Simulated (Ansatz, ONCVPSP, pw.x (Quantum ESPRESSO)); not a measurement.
tungsten (W): one change to the ONCV potential, in the atom and in the bcc crystal

tungsten (W), optimised norm-conserving Vanderbilt (ONCV), made with ONCVPSP 4.0.1.1 (patched build) (PBE, scalar-relativistic). Core [Kr] 4d10 4f14, reference 5s2 5p6 5d4 6s2. Waves: 5s+6s: rc 1.95 bohr, ncon 3, nbas 6, qcut 7 1/bohr, 2 projectors; 5p: rc 1.90 bohr, ncon 4, nbas 7, qcut 8.4 1/bohr, 1 projector; 5d: rc 2.35 bohr, ncon 5, nbas 10, qcut 6.6 1/bohr, 2 projectors, debl 1.6 Ha. Local part: polynomial inside 1.40 bohr (lpopt 5, dvloc0 1 Ha). Core correction: none.

Change: local potential polynomial inside 1.28 bohr (lpopt 5, dvloc0 1 Ha).

Cutoffs, loose and tight: the cutoffs (Ha) at which the residual kinetic energy of the hardest occupied pseudo-wave falls to 1 and 0.1 mHa per electron. They do not see the model core or the augmentation charge, which bear on the density cutoff. Test errors are all-electron minus pseudo excitation energies from the reference, over the configurations 5s2 5p6 5d4 6s1; 5s2 5p6 5d4 6s0; 5s2 5p6 5d3 6s0; 5s2 5p6 5d3 6s2 6p1; variants that change the core or the reference have their own tests.

Crystal test: bcc W in pw.x 7.5, no spin, 14³ k-points, Fermi–Dirac smearing 0.01 Ry, cutoffs set for each file from its atomic test. The reference is all-electron LAPW (Ansatz 0.2.0) with the same functional, mesh and smearing; V0 and B0 come from Birch–Murnaghan fits to the pressures at five volumes. Errors are pseudo minus all-electron; Δ is the rms difference of the E(V) curves that follow from these fits, minima aligned, over ±6 % about the mean V0. Mesh and smearing are coarse, so the numbers serve the comparison and aren't converged zero-temperature values; the lattice is a test structure that the element need not adopt.

All-electron: a0 = 3.184 Å (V0 = 16.15 Å³/atom), B0 = 300.6 GPa.

Q: Does the change bring the crystal closer to the all-electron result?

A: The mean pressure error goes from -5.17 to -6.31 GPa, so the change moves the solid further from the all-electron pressures.

```json
{"quantity": "outcome (atom)", "base": "generated", "changed": "generated"}
{"quantity": "cutoff, loose (atom)", "base": "16 Ha", "changed": "16 Ha"}
{"quantity": "cutoff, tight (atom)", "base": "22 Ha", "changed": "22 Ha"}
{"quantity": "bound ghosts (atom)", "base": "none", "changed": "none"}
{"quantity": "largest test error (meV) (atom)", "base": "+74", "changed": "+103"}
{"quantity": "cutoffs in pw.x (Ry)", "base": "55/220", "changed": "55/220"}
{"quantity": "a0 (Å)", "base": "3.166", "changed": "3.162"}
{"quantity": "a0 error (%)", "base": "-0.57", "changed": "-0.70"}
{"quantity": "B0 error (%)", "base": "+2.5", "changed": "+3.4"}
{"quantity": "Δ (meV/atom)", "base": "18.3", "changed": "22.4"}
{"quantity": "mean pressure error (GPa)", "base": "-5.17", "changed": "-6.31"}
```

Base: This is a poor potential for the solid. Changed file: This is a poor potential for the solid.
